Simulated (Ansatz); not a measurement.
System: antifluorite Mg2Ge. Method: PBE (Ansatz, an electronic-structure program, PAW).

Run with plane-wave cutoff 520 eV, 20×20×20 k mesh, scalar-relativistic PAW data made under PBE.

Computed at the level's own relaxed cell.

Hill averages of the elastic tensor: K = 49.6 GPa, G = 42.4 GPa. Volume 22.069 Å³/atom, mean atomic mass 40.417 u.

### Question
Work out the density, the sound velocities of a polycrystal and the elastic Debye temperature at this level.

### Answer
ρ = 1.66054 × 40.417/22.069 = 3.041 g/cm³. v_l = √[(K + 4G/3)/ρ] = 5.908 km/s and v_t = √(G/ρ) = 3.734 km/s. The mean follows from 3/v_m³ = 1/v_l³ + 2/v_t³: v_m = 4.108 km/s. Θ_D = (ħ/k_B) v_m (6π²/V)^(1/3) = 76.38 K Å s/km × 4.108 × 1.3896 Å⁻¹ = 436 K, counting all atoms of the cell.
